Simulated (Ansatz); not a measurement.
A made-up structure of C$_{2}$H$_{3}$Si (charge +1), closed shell:

```xyz
6
angstrom
C -0.5754 -0.4320 -0.3768
Si -0.7612 -0.7795 1.3709
C 0.4417 0.3664 -0.0230
H -0.9359 -0.6175 -1.3782
H -0.4917 -1.8531 2.2604
H 0.7380 0.4899 1.0596
```

It is relaxed with PBE-D4/def2-SVP and then PBE0-D4/def2-TZVP (Ansatz 0.2.0). Atoms count as bonded within 1.22 times the sum of their covalent radii (H–H: 0.88 Å). The end point is not checked to be a true minimum.

Does its bonding change? (A judgement: the text doesn't fix the answer.)

The calculation gives: No: no bond forms or breaks.

Where it ends: The first stage lowers the energy by 2.88 eV in 11 steps. It ends as C₂H₃Si ([CH]1[CH][SiH]1), total charge +1:
```
6
angstrom
C -0.5627 -0.4885 -0.3251
Si -0.5342 -1.1244 1.2892
C 0.2982 0.1845 0.5115
H -0.8529 -0.4006 -1.3656
H -0.9058 -2.0232 2.3945
H 0.9728 1.0265 0.4084
```

Labels in which every atom is bracketed show which atoms are joined, not bond orders.

For scale, one of the runs: PBE0-D4/def2-TZVP relaxation, 117 basis functions, launched by `ansatz run in.yaml --threads 2 --pin off --events-out ev --progress --plain --max-ram 4352MiB`. The run took about 8.5 s on 2 CPU threads of an Arm Neoverse V2 (shared host).
